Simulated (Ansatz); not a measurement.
Si2NH7 (SMILES [SiH3]N[SiH3]): the energy, rung by rung

The species is Si2NH7 (10 atoms), meant as a singlet with charge 0. As SMILES, `[SiH3]N[SiH3]`. Geometry: optimised at r2SCAN/def2-SVP.

| atom | x (Å) | y (Å) | z (Å) |
| --- | --- | --- | --- |
| Si | -1.0553 | 0.7696 | -0.8904 |
| N | 0.1164 | 0.4982 | 0.3709 |
| Si | 1.0092 | -0.9455 | 0.7657 |
| H | -1.3936 | -0.5586 | -1.4764 |
| H | -0.5453 | 1.6617 | -1.9803 |
| H | -2.2930 | 1.4103 | -0.3465 |
| H | 0.3626 | 1.3229 | 0.9180 |
| H | 0.4188 | -2.0634 | -0.0241 |
| H | 0.9135 | -1.2552 | 2.2263 |
| H | 2.4667 | -0.8400 | 0.4370 |

Each level gives the dissociation energy of the H7–N2 bond into doublet H and doublet Si2NH6 (shapes relaxed at r2SCAN/def2-SVP, no zero-point term) (eV). The values are calculated.

```tsv
level	kind	program	value (eV)	CPU time (all runs)
HF/def2-TZVP	Hartree–Fock	Ansatz	3.77	8.7 s
SVWN5/def2-TZVP	LDA	Ansatz	5.35	3.9 s
PBE/def2-TZVP	GGA	Ansatz	4.76	8.1 s
r2SCAN/def2-TZVP	meta-GGA	Ansatz	4.76	15 s
B3LYP/def2-TZVP	global hybrid	Ansatz	4.83	11 s
PBE0-D4/def2-TZVP	global hybrid	Ansatz	4.86	12 s
wB97M-V/def2-TZVP	range-separated hybrid	Ansatz	5.02	43 s
```

The values span 3.77 to 5.35 eV. Hartree–Fock misses the correlation of the electron pair that is broken and comes out low. Measured bond enthalpies also hold zero-point and thermal terms, a few tenths of an eV less. CPU times are rough (shared hosts, several kinds of processor): they show what a rung costs within a factor of a few.
